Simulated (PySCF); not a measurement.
Reaction (SMILES): N#C (CH-N) + H+ → C#[NH+]
B3LYP-D3(BJ)/def2-TZVP geometries, fixed; electronic energies without zero-point terms; positive where energy is released.

Basis-set convergence of the proton affinity at PBE with PySCF. All functions are spherical. Density fitting with generated auxiliary sets. The proton sits at the site shown, which need not be the one that binds it best. No added dispersion term, no relativity. Functions are those of the species that has most. Reference: the value in aug-cc-pVQZ, 175.58 kcal/mol, itself unsure by roughly 0.02 kcal/mol (its mean distance from def2-QZVPPD, pcseg-3, def2-QZVPP). Deviations are taken from unrounded values. Cost is core time over that of aug-pcseg-1, rough, on shared machines of one kind.

| basis | functions | proton affinity (kcal/mol) | minus reference (kcal/mol) | cost |
|---|---|---|---|---|
| 6-31G** | 38 | 178.05 | 2.47 | 0.7× |
| cc-pVDZ | 38 | 175.33 | -0.25 | 0.7× |
| def2-SVP | 38 | 177.54 | 1.96 | 0.7× |
| pcseg-1 | 38 | 173.05 | -2.53 | 0.6× |
| 6-311G** | 48 | 175.86 | 0.29 | 0.8× |
| 6-311+G** | 56 | 174.36 | -1.22 | 0.8× |
| aug-cc-pVDZ | 64 | 173.62 | -1.96 | 0.9× |
| aug-pcseg-1 | 64 | 173.08 | -2.50 | 1× |
| cc-pVTZ | 88 | 176.01 | 0.44 | 1× |
| pcseg-2 | 88 | 175.58 | 0.00 | 1× |
| def2-TZVPD | 92 | 175.15 | -0.43 | 1× |
| jun-cc-pV(T+d)Z | 106 | 175.38 | -0.20 | 2× |
| def2-TZVPPD | 108 | 175.57 | -0.01 | 2× |
| 6-311++G(3df,3pd) | 114 | 175.34 | -0.24 | 1× |
| aug-pcseg-2 | 138 | 175.53 | -0.04 | 2× |
| def2-QZVPP | 174 | 175.61 | 0.03 | 4× |
| def2-QZVPPD | 192 | 175.57 | 0.00 | 5× |
| aug-cc-pVQZ | 252 | 175.58 | 0.00 | 8× |
